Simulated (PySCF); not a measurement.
Orbital picture of LiN⁺

PBE at R = 2.251 Å; PySCF, no relativity, basis sets Li def2-SVP, N def2-SVP. State: ⁴Σ⁻ (quartet), unpaired electrons σ ↑, π ↑↑. Only the outer orbitals are listed, counted within each symmetry.

```
spin  orbital  occ.  ε (eV)  on Li (%)  main shells (%)
   α       2σ     1  -59.69        100         100 Li s
   α       3σ     1  -25.90          1           99 N s
   α       4σ     1  -15.03          4           96 N p
   α       1π     1  -14.54          1           99 N p
   α       1π     1  -14.54          1           99 N p
   α       5σ     0   -6.71        100          98 Li s
   α       2π     0   -5.11         99          99 Li p
   α       2π     0   -5.11         99          99 Li p
   β       2σ     1  -59.66        100         100 Li s
   β       3σ     1  -21.39          2           97 N s
   β       4σ     0  -10.87         10           88 N p
   β       1π     0  -10.18          3           96 N p
   β       1π     0  -10.18          3           96 N p
```

Which are the highest filled and the lowest empty level, where do they sit, and how wide is the gap?

Highest filled α 1π at -14.54 eV (in %: 99 N p); lowest empty β 4σ at -10.87 eV (in %: 88 N p); the gap at PBE is 3.67 eV.

```json
{
  "bond order (Mayer)": "0.16",
  "⟨S²⟩": "3.752",
  "charge on Li (Mulliken, basis-dependent)": "0.92",
  "charge on Li (Löwdin, basis-dependent)": "0.79",
  "dipole moment (positive dipole points towards N; it is taken about the centre of mass and depends on that origin)": "-6.26 D",
  "polarisability along the bond": "7.5 bohr³",
  "polarisability across the bond": "5.0 bohr³"
}
```

The state was picked by a PBE0 search and need not be the measured ground state.
